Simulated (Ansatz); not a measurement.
`FP(F)(F)(F)F`, relaxed with RKS PBE0-D4/def2-TZVP in the Gaussian-basis code of Ansatz from a GFN2-xTB geometry. The force threshold is 0.005 eV/Å; the program also tests the step.

The species carries charge 0 and has multiplicity 1.

Start:

```xyz
6

F    -0.072    1.541   -0.227
P     0.000    0.000    0.001
F     1.004   -0.591    1.037
F     1.105   -0.115   -1.137
F    -0.933   -0.951   -0.810
F    -1.105    0.117    1.137
```

Problem. How much energy does the relaxation release, and in how many steps? (Estimate.)

Solution. The calculation gave: 2.42 kJ/mol, in 4 steps.

Problem. Which bonds change most? (Estimate.)

Solution. Computed: P2–F3 from 1.559 to 1.542 Å; P2–F5 from 1.559 to 1.542 Å; F1–P2 from 1.559 to 1.542 Å; P2–F4 from 1.589 to 1.579 Å.

Problem. Give the relaxed structure. (Best estimate.)

Solution. The calculation gave: 
```xyz
6

F    -0.070    1.524   -0.224
P     0.000    0.000    0.000
F     0.993   -0.583    1.025
F     1.098   -0.115   -1.129
F    -0.923   -0.941   -0.801
F    -1.098    0.115    1.129
```
